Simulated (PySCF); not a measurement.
## H3SO, doublet: data card

These are results of PySCF, UPBE0, basis S def2-TZVP, O def2-TZVP, H def2-TZVP (no relativity, density fitting), not measurements.

The structure is a minimum.

Z-matrix (Å, degrees; charge 0 multiplicity 2):
```
S
O  1 1.4987
H  1 1.5496 2 164.60
H  1 1.3598 2 106.69 3 -130.00
H  1 1.3598 2 106.69 3 130.00
```

```
Point group                                                                   : Cs
Bond lengths                                                                  : S–H 1.360 Å (×2), S–H 1.550 Å, S–O 1.499 Å
Bond angles                                                                   : H–S–H 83.5° (×2), H–S–H 94.4°, H–S–O 106.7° (×2), H–S–O 164.6°
Rotational constants                                                          : 4.753, 0.547, 0.5388 cm⁻¹
Atomisation energy without zero-point energy                                  : 1050 kJ/mol
Dipole moment                                                                 : 3.00 D
Principal polarisabilities                                                    : 21.0, 22.1, 45.4 bohr³
Lowest empty level (β)                                                        : -2.47 eV
Principal quadrupole moments (Buckingham, traceless) about the centre of mass : -5.39, 1.97, 3.42 D Å
Entropy at 298.15 K and 1 bar (electronic part: spin only)                    : 250.2 J/(mol K)
Highest occupied level (α)                                                    : -6.22 eV
Spin squared ⟨S²⟩                                                             : 0.760
Enthalpy at 298.15 K above 0 K                                                : 10.90 kJ/mol
Rotational symmetry number                                                    : 1
Zero-point energy                                                             : 73.5 kJ/mol
Heat capacity Cp at 298.15 K                                                  : 45.9 J/(mol K)
```

Harmonic modes (masses in u: S 31.972, O 15.995, H 1.008):
```tsv
symmetry	ω (cm⁻¹)	IR (km/mol)	μ (u)
a''	586	2.9	1.30
a'	732	40.8	1.33
a'	1007	155	7.96
a'	1045	10.5	1.09
a'	1221	45.6	1.05
a''	1233	9.1	1.01
a'	1372	117	1.02
a'	2539	24.3	1.03
a''	2545	26.3	1.04
```

Charges (e):
```json
{"atom": "S1", "Mulliken": "0.15", "Löwdin": "0.37", "polar tensor": "0.92", "spin (Mulliken)": "0.39", "Mayer order to S1": "–"}
{"atom": "O2", "Mulliken": "-0.46", "Löwdin": "-0.42", "polar tensor": "-0.64", "spin (Mulliken)": "0.26", "Mayer order to S1": "1.60"}
{"atom": "H3", "Mulliken": "-0.01", "Löwdin": "-0.03", "polar tensor": "-0.20", "spin (Mulliken)": "0.40", "Mayer order to S1": "0.73"}
{"atom": "H4,5", "Mulliken": "0.16", "Löwdin": "0.04", "polar tensor": "-0.04", "spin (Mulliken)": "-0.02", "Mayer order to S1": "0.88"}
```

Mulliken populations on S1: s 5.68, p 9.49, d 0.65, f 0.04.

Outer orbital energies (eV). α occupied: -28.97, -21.35, -14.40, -13.38, -13.03, -8.73, -8.63, -6.22; empty: -0.11, -0.02, 2.48, 4.53. β occupied: -28.36, -20.90, -14.22, -12.53, -12.27, -8.45, -8.05; empty: -2.47, 0.06, 0.43, 2.91.

Other isomers or separated fragments may lie lower.

The final relaxation and frequency run took 44 s on 4 threads of a shared Arm Neoverse V2 host, with 86 basis functions and 21 gradients; the process peaked at 1.2 GiB. Launch command: `OMP_NUM_THREADS=4 python axn.py task.json out`.
